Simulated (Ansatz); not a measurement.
We consider trigonal Se, described by PBE (Ansatz, an electronic-structure program, PAW).

Numerical settings: plane-wave cutoff 500 eV, 12×12×8 k mesh (along the axes of the cell as run), Fermi–Dirac smearing 0.05 eV, scalar-relativistic PAW data made under PBE.

Cell (relaxed at this level):

```cif
data_Se3
_chemical_formula_sum 'Se3'
_space_group_name_H-M_alt 'P3121'
_space_group_IT_number 152
_space_group_name_Hall 'P 31 2"'
_cell_length_a 4.54087
_cell_length_b 4.54087
_cell_length_c 5.03879
_cell_angle_alpha 90.000
_cell_angle_beta 90.000
_cell_angle_gamma 120.000
loop_
_atom_site_label
_atom_site_type_symbol
_atom_site_symmetry_multiplicity
_atom_site_Wyckoff_symbol
_atom_site_fract_x
_atom_site_fract_y
_atom_site_fract_z
_atom_site_occupancy
Se1 Se 3 a 0.78213 0.78213 0.00000 1
```

Problem. Give the computed band gap.

Solution. 
- band gap = 1.05 eV (on the SCF k mesh)

Note: the cell comes from a level without a dispersion term, which matters for the spacing of layers, chains or molecules.

Spin–orbit coupling is not included.

The result took around 60 core-seconds (rough).
